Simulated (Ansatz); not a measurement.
# C₃H₆O₃: one species, many methods

Aim: compute C₃H₆O₃ with functionals from several rungs and with coupled cluster. The yardstick is the atomisation energy at the CCSD(T) limit.

Computed with Ansatz 0.2.0, Gaussian basis. Level: functionals in def2-TZVPP, the program's frozen cores in correlated methods.

Levels to be run: PBE-D4, r2SCAN-D4, PBE0-D4, B3LYP-D4, ωB97X-V, ωB97M-V, B2PLYP; CCSD(T)/def2-TZVPP; MP2/def2-QZVPP; extrapolation to the limit.

## 1. The relaxed structure

The geometry comes from an earlier relaxation with PBE0-D4 in a triple-zeta def2 set; it is a stationary point, not always the lowest conformer.

SMILES `COCC(=O)O`, 12 atoms, charge 0, spin multiplicity 1.

Atoms are counted from 1 here; the program's logs count them from 0.

Bond lengths: C1–O2 1.407 Å, C1–H7 1.096 Å, C1–H8 1.089 Å, C1–H9 1.098 Å, O2–C3 1.388 Å, C3–C4 1.517 Å, C3–H10 1.094 Å, C3–H11 1.099 Å, C4–O5 1.200 Å, C4–O6 1.338 Å, O6–H12 0.968 Å. Angles: O2–C1–H7 111.8°, O2–C1–H8 107.1°, O2–C1–H9 111.0°, H7–C1–H8 108.8°, H7–C1–H9 109.0°, H8–C1–H9 109.0°, C1–O2–C3 113.5°, O2–C3–C4 116.7°, O2–C3–H10 107.6°, O2–C3–H11 112.5°, C4–C3–H10 105.9°, C4–C3–H11 106.5°, H10–C3–H11 107.1°, C3–C4–O5 122.8°, C3–C4–O6 113.8°, O5–C4–O6 123.4°, C4–O6–H12 106.2°.

## 2. PBE-D4 (GGA)

Contents of in.yaml:

```yaml
crystal:
  periodic: [false, false, false]
  atoms:
    - {symbol: C, position_ang: [0.293049, -1.578008, 0.504806]}
    - {symbol: O, position_ang: [0.446181, -0.894372, -0.714892]}
    - {symbol: C, position_ang: [0.691508, 0.463149, -0.562045]}
    - {symbol: C, position_ang: [-0.496317, 1.332463, -0.196441]}
    - {symbol: O, position_ang: [-0.386461, 2.487764, 0.110375]}
    - {symbol: O, position_ang: [-1.672654, 0.701152, -0.280290]}
    - {symbol: H, position_ang: [-0.589758, -1.234709, 1.056042]}
    - {symbol: H, position_ang: [0.170418, -2.633994, 0.266692]}
    - {symbol: H, position_ang: [1.180921, -1.455834, 1.139566]}
    - {symbol: H, position_ang: [1.058659, 0.843575, -1.520035]}
    - {symbol: H, position_ang: [1.470143, 0.667678, 0.185858]}
    - {symbol: H, position_ang: [-2.347890, 1.355836, -0.050437]}
basis:
  gaussian: {orbitals: def2-TZVPP}
hamiltonian: {xc: pbe, dispersion: d4}
output: {forces: true, orbitals: {seedname: orbitals}}
```

After this run come: r2SCAN-D4 (meta-GGA); PBE0-D4 (hybrid); B3LYP-D4 (hybrid); ωB97X-V (range-separated); ωB97M-V (range-separated); B2PLYP (double hybrid); CCSD(T) in def2-TZVPP; MP2 in def2-QZVPP.

Before running them: what should the planned runs give, taken together? Wanted: atomisation energy, CCSD(T)/CBS; farthest; mean size of error, hybrid; mean size of error, range-separated; gap, smallest and largest; T1 diagnostic; triples share of the correlation energy.

As calculated:

| quantity | value |
| --- | --- |
| atomisation energy, CCSD(T)/CBS | 1180.8 kcal/mol |
| functionals within 5.9 kcal/mol (0.5 %) | PBE0-D4, B3LYP-D4, ωB97X-V, ωB97M-V |
| farthest | PBE-D4 (+41.7 kcal/mol) |
| mean size of error, hybrid | 3.5 kcal/mol |
| mean size of error, range-separated | 3.9 kcal/mol |
| gap, smallest and largest | 4.94 eV (PBE-D4), 12.56 eV (ωB97X-V) |
| T1 diagnostic | 0.0138 |
| triples share of the correlation energy | 3.9 % |

PBE-D4 is off by +41.7 kcal/mol. Double hybrids carry the basis error of their MP2 part in triple zeta, and no dispersion term here, so their miss is partly the set-up's. Misses under about 5.9 kcal/mol are within the doubt on the reference itself, which lacks core-valence correlation, relativity and higher excitations. Hartree-Fock recovers 69 % of the binding; the rest is correlation. Orbital gaps span 4.9 to 12.6 eV; exact exchange widens them.
